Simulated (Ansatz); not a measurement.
**AlHSF (doublet): relaxing a cheap start**

Where does this start of AlHSF (doublet) end when it is relaxed?

Method: UKS PBE0/def2-TZVP; program: Ansatz 0.2.0, Gaussian basis.

## 1. Starting geometry

4 atoms, charge 0, spin multiplicity 2.

Atoms are counted from 1 here; the program's logs count them from 0.

Bond lengths: F1–Al2 1.658 Å, Al2–S3 2.245 Å, S3–H4 1.331 Å. Angles: F1–Al2–S3 130.2°, Al2–S3–H4 89.7°.

The start was built by rule and, where that kept it together, relaxed with GFN2-xTB. Sticks and bond lists go by distance. 

## 2. Relaxation

in.yaml

```yaml
crystal:
  periodic: [false, false, false]
  atoms:
    - {symbol: F, position_ang: [-1.992907, -0.237023, -0.002041]}
    - {symbol: Al, position_ang: [-0.520810, 0.526045, 0.003197]}
    - {symbol: S, position_ang: [1.554430, -0.330584, -0.001678]}
    - {symbol: H, position_ang: [2.055189, 0.902534, 0.006279]}
basis:
  gaussian: {orbitals: def2-TZVP}
magnetization: {spin_polarized: true, initial_magnetization: 1}
hamiltonian: {xc: pbe0}
relax: {f_tol: 0.004, max_steps: 80}
```

On the command line:

```console
$ ansatz run in.yaml --threads 1 --pin off --events-out ev --progress --plain --max-ram 2176MiB
```

Q: Predict the outcome of this session. Wanted: energy gained; shift from the start; total energy; dipole moment; ⟨S²⟩.

The runs gave:

| quantity | value |
| --- | --- |
| steps | 6 |
| energy gained | 0.086 eV |
| shift from the start (rms) | 0.131 Å |
| total energy | -20159.9533 eV |
| dipole moment | 2.24 D |
| ⟨S²⟩ | 0.753 |

What this shows: The bonds of the start are those of the end. Al2–S3 went from 2.245 to 2.197 Å. No vibrations were run, so this is a stationary point, not a proven minimum, and this spin need not be the ground state's.
